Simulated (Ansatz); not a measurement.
Mulliken charges of C$_{4}$H$_{4}$O, SMILES `C#COC=C` from ωB97M-V/def2-TZVPP in Ansatz (PBE0-D4/def2-TZVP geometry).

| atom | x (Å) | y (Å) | z (Å) | charge (e) |
| --- | --- | --- | --- | --- |
| C1 | 0.660 | 1.980 | 0.872 | -0.227 |
| C2 | 0.897 | 0.967 | 0.278 | 0.052 |
| O3 | 1.206 | -0.111 | -0.369 | -0.249 |
| C4 | 0.211 | -1.043 | -0.602 | 0.071 |
| C5 | -1.047 | -0.936 | -0.221 | -0.226 |
| H6 | 0.462 | 2.882 | 1.397 | 0.251 |
| H7 | 0.630 | -1.876 | -1.149 | 0.114 |
| H8 | -1.737 | -1.732 | -0.462 | 0.105 |
| H9 | -1.408 | -0.074 | 0.325 | 0.109 |

Q: By hand: the dipole of these point charges (1 e Å = 4.8032 D).

A: Σ q r = (-0.300, 0.086, 0.122) e Å, of length 0.335 e Å = 1.61 D.

Q: How does the dipole of the full density compare? (Best estimate.)

A: Computed: (-0.198, -0.162, -0.034) e Å, 1.24 D; the point charges give 1.30 times that, at 61° from its direction.

Point charges leave out the atoms' own dipoles, such as those of lone pairs, and Mulliken's split depends on the basis, so the two needn't agree.
